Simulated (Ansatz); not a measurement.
# BPH₂ (quintet): wave-function methods side by side, cc-pVDZ

Aim: climb from Hartree-Fock through coupled cluster and multireference methods for BPH₂ (quintet) at one geometry and basis, and see what each rung misses.

Computed with Ansatz 0.2.0, Gaussian basis. Level: cc-pVDZ, core rule «outside noble gas», up to 6 orbitals frozen.

Plan: UHF; CCSD(T) on ROHF; CCSD(T) on UHF; BCCD(T) on ROHF; CISD; CCSDT(Q) on ROHF; CCSDT(Q) on UHF; CASSCF and MRCISD+Q, 10 electrons in 10 orbitals; CASSCF and NEVPT2, 10 electrons in 10 orbitals.

28 further runs of the same task are left out: 3 for a known fault of the program, 13 that didn't finish, 12 set aside as unsound or not needed.

## Step 1: The system

The geometry is a PBE0/def2-TZVP stationary point (not a proven minimum) of the parent state, kept for this charge and spin.

4 atoms, charge 0, spin multiplicity 5.

Atoms are counted from 1 here; the program's logs count them from 0.

Bond lengths: B1–P2 1.888 Å, B1–H3 1.197 Å, B1–H4 1.197 Å. Angles: P2–B1–H3 120.5°, P2–B1–H4 120.5°, H3–B1–H4 119.0°.

## Step 2: UHF

in.yaml reads:

```yaml
crystal:
  periodic: [false, false, false]
  atoms:
    - {symbol: B, position_ang: [0.000000, 0.000000, 1.306995]}
    - {symbol: P, position_ang: [0.000000, 0.000000, -0.580784]}
    - {symbol: H, position_ang: [0.000000, 1.031797, 1.914372]}
    - {symbol: H, position_ang: [0.000000, -1.031797, 1.914372]}
basis:
  gaussian: {orbitals: cc-pVDZ}
magnetization: {spin_polarized: true, initial_magnetization: 4}
hamiltonian: {xc: hf}
output: {orbitals: {seedname: orbitals}}
```

Command:

```console
$ ansatz run in.yaml --threads 1 --pin off --events-out ev --progress --plain --max-ram 2393MiB
```

Further steps of the session: CCSD(T) on ROHF; CCSD(T) on UHF; BCCD(T) on ROHF; CISD; CCSDT(Q) on ROHF; CCSDT(Q) on UHF; CASSCF and MRCISD+Q, 10 electrons in 10 orbitals; CASSCF and NEVPT2, 10 electrons in 10 orbitals.

Q: Predict the results of all the runs planned. Wanted: UCCSDT(Q) below the RHF energy; RMP2 from UCCSDT(Q); UMP2 from UCCSDT(Q); RCCSD from UCCSDT(Q); RCCSD(T) from UCCSDT(Q); UCCSD(T) from UCCSDT(Q); RCCSDT(Q) from UCCSDT(Q); NEVPT2 valence from UCCSDT(Q); MRCISD+Q valence from UCCSDT(Q).

As calculated:

| quantity | value |
| --- | --- |
| UCCSDT(Q) below the RHF energy | -5.3639 eV |
| RMP2 from UCCSDT(Q) | +1115.7 meV |
| UMP2 from UCCSDT(Q) | +1129.2 meV |
| RCCSD from UCCSDT(Q) | +172.2 meV |
| RCCSD(T) from UCCSDT(Q) | +36.0 meV |
| UCCSD(T) from UCCSDT(Q) | +35.3 meV |
| RCCSDT(Q) from UCCSDT(Q) | +1.2 meV |
| NEVPT2 valence from UCCSDT(Q) | +1016.9 meV |
| MRCISD+Q valence from UCCSDT(Q) | +31.1 meV |
| levels within 1 kcal/mol (43 meV) | RCCSD(T), UCCSD(T), BCCD(T), RCCSDT, UCCSDT, RCCSDT(Q), MRCISD+Q valence |
| T1 diagnostic | 0.023 |
| effectively unpaired electrons | 4.01 |

**Reading.** RCCSD(T) lands +36.0 meV from the yardstick (0.7 % of the correlation energy). One determinant dominates. Of the multireference levels listed MRCISD+Q valence comes nearest in total energy (+31.1 meV), which doesn't show that its space is the better one. These misses are within one basis, not against nature; the frozen cores of restricted and unrestricted runs differ, which can shift their rows.
